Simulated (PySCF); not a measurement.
How exact exchange moves a shielding

Molecule: `C#CC`, C3H4.

Mapped SMILES: `[CH:1]#[C:2][CH3:3]`. Hydrogens are named by the atom that carries them.

GIAO shieldings (ppm, equivalent atoms averaged) in PySCF 2.14 on the PBE0-D3(BJ)/def2-SVP geometry, basis pcSseg-2, gas phase, non-relativistic:

| functional | exact exchange (%) | σ(C2) | σ(C3) |
| --- | --- | --- | --- |
| BLYP | 0 | 92.5 | 171.0 |
| BP86 | 0 | 95.8 | 174.7 |
| PBE | 0 | 95.5 | 175.3 |
| B3LYP | 20 | 95.2 | 175.4 |
| PBE0 | 25 | 98.7 | 180.1 |
| mPW1PW91 | 25 | 98.4 | 179.2 |
| HF | 100 | 107.7 | 188.2 |

**Question.** Fit each shielding as a line in the percentage of exact exchange.

**Answer.** σ(C2) = 94.5 + 0.13 x (rms 1.3 ppm); σ(C3) = 174.1 + 0.15 x (rms 1.8 ppm). The functionals also differ in their semilocal parts, which the line can't hold; Hartree–Fock has no correlation at all.

**Question.** What does the line predict for BHandHLYP (50 %), and what does the run give?

**Answer.** σ(C2): 101.0 predicted, 99.4 computed; σ(C3): 181.6 predicted, 180.8 computed ppm.
